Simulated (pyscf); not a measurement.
Elementary routes open to F–SiH(F)–F (SMILES F[SiH](F)F) + H₂O (SMILES O) in the gas phase (singlet surface):
A. HO–SiH(F)–F (SMILES O[SiH](F)F) + HF (SMILES F) (F–Si, H–O broken; O–Si, F–H formed)
B. HO–Si(F)(F)–F (SMILES O[Si](F)(F)F) + H₂ (SMILES [H][H]) (H–Si, H–O broken; O–Si, H–H formed)

Optimised with ωB97X-D3(BJ)/def2-SVP in PySCF.

Rank the routes by free-energy barrier at 900 K, lowest first, for ωB97M-D3(BJ)/def2-TZVP energies (ideal gas, 1 atm, RRHO with modes under 100 cm⁻¹ raised to 100, one conformer, R ln 2 for chiral ones without a mode under 150 cm⁻¹).

A (2.32 eV), B (2.59 eV)

Route A is the fastest of these, ahead of the next by 0.27 eV. The most stable products are those of B (ΔG = -1.02 eV), whose barrier is 0.27 eV higher: the kinetic and the thermodynamic product differ. At 298 K A is still the fastest. A: On the product side the descent ends in a complex, 0.22 eV under the separated species and 0.84 eV under the saddle at ωB97X-D3(BJ)/def2-TZVP. B: On the reactant side the descent ends in a complex, 0.22 eV under the separated species and 1.58 eV under the saddle at ωB97X-D3(BJ)/def2-TZVP. Only these routes are compared; each barrier is that of the saddle found, and lower ones may exist.
